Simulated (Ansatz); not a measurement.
**Si3H6 (built from SMILES [SiH][SiH2][SiH3]): a barrier at many levels of theory**

Aim: the barrier and energy of one elementary step (Si1–Si2 loosened, Si3–H7 broken) from LDA up to coupled cluster, on fixed structures, to see where each rung fails.

Computed with Ansatz 0.2.0, Gaussian basis. Level: single points in def2-TZVPP on PBE0-D4/def2-TZVP structures.

Levels: SPW92, PBE-D4, BLYP-D4, r2SCAN-D4, B97M-V, PBE0-D4, B3LYP-D4, r2SCAN0-D4, BHLYP-D4, CAM-B3LYP-D4, wB97X-V, wB97M-V, B2PLYP, PBE-QIDH, RPA on PBE, Hartree-Fock, MP2, CCSD, CCSD(T). The reference is CCSD(T) at the basis limit, from triple and quadruple zeta. Zero-point energies come from PBE0-D4 vibrations.

Cores are frozen in the correlated methods. B3LYP uses VWN-RPA correlation. B2PLYP carries no dispersion term here.

5 further runs of the same task are left out: 1 that didn't finish, 4 set aside as unsound or not needed.

**1. Start, saddle and end, as given**

Charge 0, multiplicity 1. The folders r, ts and p hold the start, the saddle and the end; their coordinates stand in the first inputs.

```csv
pair,r (Å),ts (Å),p (Å)
Si1–Si2,2.280,2.496,2.565
Si3–H7,1.731,2.731,3.074
```

**2. SPW92/def2-TZVPP**

Contents of r/in.yaml:

```yaml
crystal:
  periodic: [false, false, false]
  atoms:
    - {symbol: Si, position_ang: [-0.123217, 0.317739, 1.068789]}
    - {symbol: Si, position_ang: [0.658718, -1.027073, -0.597793]}
    - {symbol: Si, position_ang: [-0.056069, 1.038597, -1.527120]}
    - {symbol: H, position_ang: [-1.471660, 0.484930, -1.391476]}
    - {symbol: H, position_ang: [-1.480108, 0.161281, 1.639811]}
    - {symbol: H, position_ang: [0.810186, 0.976103, 2.015440]}
    - {symbol: H, position_ang: [-0.270766, 1.624912, 0.087432]}
    - {symbol: H, position_ang: [2.103933, -1.339820, -0.489224]}
    - {symbol: H, position_ang: [-0.171118, -2.236770, -0.805858]}
basis:
  gaussian: {orbitals: def2-TZVPP}
hamiltonian: {xc: lda}
```

Contents of ts/in.yaml:

```yaml
crystal:
  periodic: [false, false, false]
  atoms:
    - {symbol: Si, position_ang: [-0.143251, 0.607400, 0.949175]}
    - {symbol: Si, position_ang: [0.567808, -1.051503, -0.774348]}
    - {symbol: Si, position_ang: [0.265912, 0.989552, -1.649161]}
    - {symbol: H, position_ang: [-1.193535, 0.611308, -1.870757]}
    - {symbol: H, position_ang: [-0.942080, -0.358300, 1.755488]}
    - {symbol: H, position_ang: [1.020250, 1.082434, 1.733675]}
    - {symbol: H, position_ang: [-1.045918, 1.746530, 0.623686]}
    - {symbol: H, position_ang: [1.857626, -1.440800, -0.137213]}
    - {symbol: H, position_ang: [-0.386913, -2.186722, -0.630544]}
basis:
  gaussian: {orbitals: def2-TZVPP}
hamiltonian: {xc: lda}
```

Contents of p/in.yaml:

```yaml
crystal:
  periodic: [false, false, false]
  atoms:
    - {symbol: Si, position_ang: [-0.126431, 0.777272, 0.856713]}
    - {symbol: Si, position_ang: [0.506494, -1.103561, -0.768482]}
    - {symbol: Si, position_ang: [0.402164, 0.970223, -1.580788]}
    - {symbol: H, position_ang: [-1.053003, 0.630248, -1.885515]}
    - {symbol: H, position_ang: [-0.515040, -0.478105, 1.596465]}
    - {symbol: H, position_ang: [0.995417, 1.361630, 1.629216]}
    - {symbol: H, position_ang: [-1.343316, 1.624583, 0.863128]}
    - {symbol: H, position_ang: [1.655219, -1.598479, 0.046240]}
    - {symbol: H, position_ang: [-0.521604, -2.183910, -0.756978]}
basis:
  gaussian: {orbitals: def2-TZVPP}
hamiltonian: {xc: lda}
```

Each run has its own folder and the same command.

On the command line:

```
ansatz run in.yaml --threads 2 --pin off --events-out ev --progress --plain --max-ram 4352MiB
```

Further steps of the session: PBE-D4/def2-TZVPP; BLYP-D4/def2-TZVPP; r2SCAN-D4/def2-TZVPP; B97M-V/def2-TZVPP; PBE0-D4/def2-TZVPP; B3LYP-D4/def2-TZVPP; r2SCAN0-D4/def2-TZVPP; BHLYP-D4/def2-TZVPP; CAM-B3LYP-D4/def2-TZVPP; wB97X-V/def2-TZVPP; wB97M-V/def2-TZVPP; B2PLYP/def2-TZVPP; PBE-QIDH/def2-TZVPP; RPA on PBE/def2-TZVPP; CCSD(T)/def2-TZVPP; MP2/def2-QZVPP; Vibrations of the start structure; Vibrations of the end structure.

Before running it: what results should come out? Wanted: barrier, CCSD(T)/CBS; reverse barrier, CCSD(T)/CBS; step energy, CCSD(T)/CBS; barrier with zero-point energy; step energy with zero-point energy; imaginary mode at the saddle; largest T1 diagnostic.

The runs gave:

| quantity | value |
| --- | --- |
| barrier, CCSD(T)/CBS | 6.2 kcal/mol |
| reverse barrier, CCSD(T)/CBS | 0.0 kcal/mol |
| step energy, CCSD(T)/CBS | +6.2 kcal/mol |
| barrier with zero-point energy | 5.5 kcal/mol |
| step energy with zero-point energy | +5.7 kcal/mol |
| imaginary mode at the saddle | 145i cm⁻¹ |
| largest T1 diagnostic | 0.018 |

What this shows: Among the functionals CAM-B3LYP-D4 lands nearest to CCSD(T)/CBS (0.0 kcal/mol) and SPW92 farthest (+1.8 kcal/mol). By rung, the mean size of the error is: LDA 1.8, GGA 0.8, meta-GGA 0.9, hybrid 0.6, range-separated hybrid 0.4, double hybrid 0.7 kcal/mol. PBE-D4 gives a barrier 0.1 kcal/mol too high, inside chemical accuracy (1 kcal/mol). The barrier rises with the share of exact exchange, from BLYP-D4 through B3LYP-D4 to BHLYP-D4 (-1.5, -0.7, -0.1 kcal/mol). Hartree-Fock, with no correlation, is off by -0.7 kcal/mol, small by cancelling errors. Zero-point motion lowers the barrier by 0.8 kcal/mol.
